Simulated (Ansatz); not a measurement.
# CH₂F+ (SMILES [CH2+]F): functionals against CCSD(T) at one geometry

One table from this session's results is given with a row withheld; the runs are named, their logs left out.

The runs use Ansatz 0.2.0, Gaussian basis; single points in def2-TZVPP.

Correlated methods freeze the cores.

### Where the work starts

SMILES `[CH2+]F`, 4 atoms, charge 1, spin multiplicity 1.

Atoms are counted from 1 here; the program's logs count them from 0.

Bond lengths: C1–F2 1.220 Å, C1–H3 1.103 Å, C1–H4 1.096 Å. Angles: F2–C1–H3 115.3°, F2–C1–H4 118.6°, H3–C1–H4 126.0°.

Coordinates:

```xyz
4
CH2F
C     0.0368    0.0342   -0.0845
F     0.8725    0.5935    0.6061
H    -0.3359    0.6207   -0.9416
H    -0.3133   -0.9600    0.2163
```

The first run:

The input, run/in.yaml:

```yaml
crystal:
  periodic: [false, false, false]
  atoms:
    - {symbol: C, position_ang: [0.036793, 0.034195, -0.084475]}
    - {symbol: F, position_ang: [0.872531, 0.593504, 0.606103]}
    - {symbol: H, position_ang: [-0.335884, 0.620698, -0.941555]}
    - {symbol: H, position_ang: [-0.313258, -0.959981, 0.216341]}
basis:
  gaussian: {orbitals: def2-TZVPP}
total_charge: 1
hamiltonian: {xc: pbe, dispersion: d4}
output: {forces: true}
```

On the command line:

```
$ ansatz run in.yaml --threads 2 --pin off --events-out ev --progress --plain --max-ram 3481MiB
```

Among the steps run: PBE-D4/def2-TZVPP; r2SCAN-D4/def2-TZVPP; PBE0-D4/def2-TZVPP; wB97M-V/def2-TZVPP; CCSD(T)/def2-TZVPP.

One table of the session follows, with a row left open; its other results are not shown here.

```
   method  RMS force component (eV/Å)  angle to CCSD(T) forces (°)
   PBE-D4                       0.583                         22.2
r2SCAN-D4                       0.413                          7.4
  PBE0-D4                           ?                            ?
  wB97M-V                       0.391                          5.6
  CCSD(T)                       0.464                    reference
```

**Question.** Estimate the row for PBE0-D4.

The run gave: RMS force component (eV/Å): 0.284; angle to CCSD(T) forces (°): 23.3. In the column «RMS force component (eV/Å)» it is the lowest.

To keep in mind: The reference is not at the basis limit: in triple zeta CCSD(T) underbinds, which counts against methods that bind more; the gaps are no ranking.
